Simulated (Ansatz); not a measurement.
Barrier H + H2S (SMILES S) via H3S, on the benchmark's geometries as Psi4's copy gives them; open shells unrestricted, no zero-point energy, no spin–orbit coupling.
Transition structure (charge 0, multiplicity 2, Z-matrix in Å and degrees):
```
S
H 1 1.3377
H 1 1.4291 2 91.15
H 3 1.1495 1 172.62 2 0.00
```

The values were computed with Ansatz (a program for electronic structure). Values without a source in brackets are computed.

The barrier height (kcal/mol) and the share of exact exchange:

```csv
functional,exact exchange (%),value
PBE/def2-TZVPPD,0,-1.24
PBE0/def2-TZVPPD,25,1.09
BLYP/def2-TZVPPD,0,-2.22
B3LYP/def2-TZVPPD,20,-0.55
BHLYP/def2-TZVPPD,50,2.05
r2SCAN/def2-TZVPPD,0,-2.49
```

Problem. Take the value as linear in the share of exact exchange along PBE and PBE0. Give the slope, say whether the sign turns, and set the other functionals against that line.

Solution. 
Slope: (1.09 − (-1.24))/2.5 = 0.93 kcal/mol for each 10 %. The line crosses zero at 13 %, where the sign would turn. At 50 % it gives 3.4 kcal/mol. The LYP pair gives (2.05 − (-2.22))/5 = 0.85 for each 10 %. BHLYP, at 50 %, lies -1.4 from the PBE line. B3LYP, at 20 %, lies -1.2 from the PBE line. r2SCAN, with none, stands -1.2 from PBE.
